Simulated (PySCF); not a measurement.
Compound: C₄H₆F (doublet state).
Structure used (GFN2-xTB), in Å, numbered top down from 1:
```
atom  x, y, z in Å
C1     1.603    0.060   -0.123
C2     0.252   -0.275   -0.450
C3    -0.892    0.718   -0.225
C4    -0.792   -0.473    0.650
F5    -1.695   -1.476    0.476
H6     1.818    0.726    0.690
H7     2.419   -0.358   -0.676
H8     0.124   -0.937   -1.298
H9    -1.679    0.735   -0.962
H10   -0.646    1.677    0.202
H11   -0.509   -0.394    1.691
```

The hyperfine couplings belong to this conformer and change with its torsions.

Identity: `F[C@@H]1C[C@H]1[CH2]` [radical].

The calculation used PySCF 2.14.0, UKS B3LYP, pcH-1 on C F H, non-relativistic, mean-field spin-orbit, GIAO. One conformer (not necessarily the lowest) at the GFN2-xTB geometry, without solvent, vibrations or thermal averaging. A GFN2-xTB geometry isn't a minimum of the functional, and hyperfine couplings can be far from their values at a DFT geometry. No stability test was run, so a lower SCF solution isn't excluded.

The Mulliken spin populations are largest on C1 (+1.01), C2 (-0.11), C4 (+0.09) and C3 (+0.08). No atom but C1 exceeds +0.15. The angles at C1 add up to 360.0°, so it is planar; its axial dipolar tensor and the negative couplings of its protons fit spin in a p orbital normal to that plane.

Q: Find Q in a(H) = Q·ρ(C) for the protons on the planar carbons that carry spin.

A: 
```csv
H,C,ρ(C),a(H) (G),a/ρ (G)
H6,C1,+1.007,-20.96,-20.8
H7,C1,+1.007,-21.80,-21.6
```

These protons share one ρ (within 0.01), so their mean ratio, Q = -21.2 G, is no test of linearity. In every row coupling and population have opposite signs.

Couplings in gauss use g_iso = 2.0027.
